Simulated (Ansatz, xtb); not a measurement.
# C3H6OS2: which of two isomers lies lower

Structure I: `CO[C@@H]1CSS1`, a singlet. Structure II: `CSC(=S)CO`, a singlet. Both are isolated molecules in the gas phase, relaxed with PBE-D3(BJ)/def2-SVP; the shapes shown needn't be the lowest conformers.

I (Å):

```xyz
12

C     1.5184    1.2984    1.3033
C     0.7593   -0.4623   -0.0332
C     0.0036   -1.7840   -0.0769
O     0.8537    0.0493    1.2381
S     0.8940   -2.5104   -1.5237
S     2.3912   -1.1218   -0.8129
H     2.5813    1.2025    0.9787
H     1.0228    2.0642    0.6622
H     1.4956    1.6326    2.3571
H     0.3600    0.2808   -0.7646
H     0.2243   -2.3606    0.8446
H    -1.0911   -1.7002   -0.2299
```

II (Å):

```yaml
atoms:
  - { symbol: C, position_ang: [0.0060, -1.4709, -3.7337] }
  - { symbol: C, position_ang: [-0.5165, -1.0060, -1.0701] }
  - { symbol: C, position_ang: [-1.4925, -0.7622, 0.0767] }
  - { symbol: O, position_ang: [-2.8493, -0.9707, -0.2447] }
  - { symbol: S, position_ang: [-1.3727, -1.1999, -2.5914] }
  - { symbol: S, position_ang: [1.1152, -1.0429, -0.8511] }
  - { symbol: H, position_ang: [0.6053, -2.3437, -3.4083] }
  - { symbol: H, position_ang: [-0.4458, -1.6488, -4.7279] }
  - { symbol: H, position_ang: [0.6646, -0.5812, -3.7541] }
  - { symbol: H, position_ang: [-1.3915, 0.3050, 0.3709] }
  - { symbol: H, position_ang: [-1.1399, -1.3591, 0.9507] }
  - { symbol: H, position_ang: [-2.9710, -1.9269, -0.3967] }
```

Energies in hartree; the thermal terms are from GFN2-xTB frequencies at re-optimised GFN2-xTB minima (ideal gas, soft modes damped towards free rotors, one conformer each, 298.15 K, 1 atm) and include the zero-point energy:

```
                              I           II
E, CCSD(T)/def2-SVP  −987.519201  −987.544831
    E, MP2/def2-SVP  −987.426161  −987.456304
  E, MP2/def2-TZVPP  −988.164620  −988.189210
  zero-point energy     0.087504     0.085371
       H(298 K) − E     0.095522     0.094387
       G(298 K) − E     0.055491     0.052113
```

Problem. Correct the CCSD(T) difference for the basis set by the MP2 change, then work out ΔE, ΔE₀, ΔH and ΔG for I → II in kJ/mol (1 Eh = 2625.50 kJ/mol) and the equilibrium ratio [II]/[I].

Solution. 1. Differences II − I: CCSD(T) −0.025630, MP2 in the small set −0.030143, MP2 in the large set −0.024590 Eh.
2. ΔE = −0.025630 + (−0.024590 − (−0.030143)) = −0.020077 Eh = −52.71 kJ/mol.
3. ΔE₀ = ΔE + ΔZPE = −0.020077 + (−0.002133) Eh = −58.31 kJ/mol.
4. ΔH = ΔE + (−0.001135) Eh = −55.69 kJ/mol.
5. ΔG = ΔE + (−0.003378) Eh = −61.58 kJ/mol, so ΔS = (ΔH − ΔG)/T = +19.8 J/(mol K).
6. kT = 0.9442 mEh, so K = [II]/[I] = exp(−ΔG/kT) = exp(+24.84) ≈ 6.1 × 10^10.

Structure II is favoured at this temperature. An error of 4 kJ/mol in ΔG would change K by a factor of 5. The basis-set step is large, which makes the value less sure. GFN2-xTB, HF/STO-3G gave ΔE the other sign. Mirror images and further conformers aren't counted.

As drawn, II has 1 C=S, 1 O–H in place of 1 C–O, 1 S–S, 1 C–H. Structure I has a 4-membered ring, II no ring.

Other levels gave ΔE = +57.2 (GFN2-xTB); +115.4 (HF/STO-3G, GFN2-xTB geometries); −79.7 (r2SCAN-D4/def2-SVP, GFN2-xTB geometries); −68.1 (PBE-D3(BJ)/def2-SVP); −54.1 (HF/def2-SVP); −79.1 (MP2/def2-SVP); −67.3 (CCSD(T)/def2-SVP) kJ/mol. The correlated steps freeze 14 core orbitals. Programs: Ansatz 0.2.0, xtb 6.7.1.
